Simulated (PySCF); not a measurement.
# H2S (hydrogen sulfide): levels of theory compared

Aim: a comparison of 6 runs (HF/3-21G, B3LYP/aug-cc-pVTZ, M06-2X/aug-cc-pVTZ, M06-L/aug-cc-pVTZ, PBE0/aug-cc-pVTZ, wB97X/aug-cc-pVTZ) of H2S (hydrogen sulfide). Input form: a Python script.

The calculation is run with PySCF 2.14.0.

4 further runs of the same task are left out: 4 set aside as unsound or not needed.

## 1. The molecule

H2S: 3 atoms, total charge 0, spin state singlet. As SMILES, `S`. The S1–H3 distance was set to 1.744 Å, away from the relaxed value.

Bond lengths: S1–H2 1.341 Å. A long bond or contact: S1–H3 1.744 Å.

## 2. The energy at HF/3-21G (run 1)

File geometry.xyz:

```xyz
3
H2S
S      0.822132    -0.149665     0.438938
H      0.424532     1.128635     0.357438
H     -0.593400    -0.717100    -0.406300
```

File input.py:

```python
from pyscf import gto

mol = gto.Mole()
mol.atom = 'geometry.xyz'
mol.max_memory = 1860
mol.verbose = 3
mol.basis = '3-21g'
mol.build()

mf = mol.RHF()
mf.conv_tol = 1e-10
mf.kernel()
if not mf.converged:
    mf = mf.newton().run(mf.mo_coeff, mf.mo_occ)

energy = mf.e_tot
print('Final energy', energy)
```

On the command line:

```
$ OMP_NUM_THREADS=1 python input.py
```

The program printed:

```text
converged SCF energy = -396.666082476184
Final energy -396.66608247618365
```

Wall time 0.56 s (1 thread of Arm Neoverse V2, shared host); peak memory 0.12 GiB.

## 3. The energy at B3LYP/aug-cc-pVTZ (run 2)

File job.py:

```python
from pyscf import gto, dft

system = gto.Mole()
system.atom = '''
S      0.822132    -0.149665     0.438938
H      0.424532     1.128635     0.357438
H     -0.593400    -0.717100    -0.406300
'''
system.max_memory = 1860
system.verbose = 4
system.basis = 'aug-cc-pvtz'
system.build()

calc0 = dft.RKS(system, xc='b3lyp')
calc0.conv_tol = 1e-10
calc0.grids.level = 5
calc0.kernel()
if not calc0.converged:
    calc0 = calc0.newton().run(calc0.mo_coeff, calc0.mo_occ)

e_tot = calc0.e_tot
print(f'total energy: {e_tot:.8f} hartree')
```

On the command line:

```
$ OMP_NUM_THREADS=1 python job.py
```

The program printed:

```text
PySCF version 2.14.0

[INPUT] num. atoms = 3
[INPUT] num. electrons = 18
[INPUT] charge = 0
[INPUT] spin (= nelec alpha-beta = 2S) = 0
[INPUT] symmetry False subgroup None
[INPUT] Mole.unit = angstrom
[INPUT] Symbol           X                Y                Z      unit          X                Y                Z       unit  Magmom
[INPUT]  1 S      0.822132000000  -0.149665000000   0.438938000000 AA    1.553604318241  -0.282825860433   0.829472605664 Bohr   0.0
[INPUT]  2 H      0.424532000000   1.128635000000   0.357438000000 AA    0.802249211114   2.132811044598   0.675459926512 Bohr   0.0
[INPUT]  3 H     -0.593400000000  -0.717100000000  -0.406300000000 AA   -1.121363482317  -1.355122603926  -0.767795724411 Bohr   0.0

[... 56 lines left out ...]
converged SCF energy = -399.391419027331
total energy: -399.39141903 hartree
```

Run time: 5.4 s. Hardware: 1 thread of Arm Neoverse V2, shared host; peak memory 0.44 GiB.

Runs 3 to 5 aren't shown in full; the table further down has their settings and results.

## 4. The energy at wB97X/aug-cc-pVTZ (run 6)

File calc.py:

```python
from pyscf import gto, dft

system = gto.M(
    atom=[
    ('S', (0.822132, -0.149665, 0.438938)),
    ('H', (0.424532, 1.128635, 0.357438)),
    ('H', (-0.593400, -0.717100, -0.406300)),
],
    spin=0,
    charge=0,
    verbose=3,
    basis='aug-cc-pvtz',
    max_memory=1860,
)

myscf = dft.RKS(system)
myscf.xc = 'wb97x'
myscf.conv_tol = 1e-10
myscf.grids.level = 5
myscf.kernel()
if not myscf.converged:
    myscf = myscf.newton().run(myscf.mo_coeff, myscf.mo_occ)

energy = myscf.e_tot
print(f'total energy: {energy:.8f} hartree')
```

On the command line:

```
$ OMP_NUM_THREADS=1 python calc.py
```

The program printed:

```text
converged SCF energy = -399.360998907463
total energy: -399.36099891 hartree
```

Run time: 9.6 s. Hardware: 1 thread of Arm Neoverse V2, shared host; peak memory 0.45 GiB.

## 5. All runs side by side

```tsv
run	level	integration grid	energy (Eh)	dipole moment (D)	HOMO energy (eV)	LUMO energy (eV)	wall time
1	HF/3-21G	–	-396.666082	1.68	-10.69	2.11	0.56 s
2	B3LYP/aug-cc-pVTZ	5	-399.391419	0.95	-7.29	-2.17	5.4 s
3	M06-2X/aug-cc-pVTZ	5	-399.342980	1.02	-8.73	-1.07	12 s
4	M06-L/aug-cc-pVTZ	5	-399.362324	1.00	-6.38	-2.34	11 s
5	PBE0/aug-cc-pVTZ	5	-399.225395	1.03	-7.52	-1.86	5.4 s
6	wB97X/aug-cc-pVTZ	5	-399.360999	1.05	-9.98	0.15	9.6 s
```

## 6. What came out

| quantity | value |
| --- | --- |
| run 6: total energy | -399.36100 Eh |
| run 6: dipole moment | 1.05 D |
| run 6: HOMO energy | -9.98 eV |
| run 6: LUMO energy | 0.15 eV |
| run 6: HOMO–LUMO gap | 10.12 eV |

What this shows: The dipole moment (its size) runs from 0.95 D (B3LYP/aug-cc-pVTZ) to 1.68 D (HF/3-21G). The two ends differ in method and basis. The HOMO–LUMO gap runs from 4.04 eV (M06-L/aug-cc-pVTZ) to 12.80 eV (HF/3-21G). Totals of different functionals can't be ranked against each other. All runs together took 44 s, the longest 12 s.
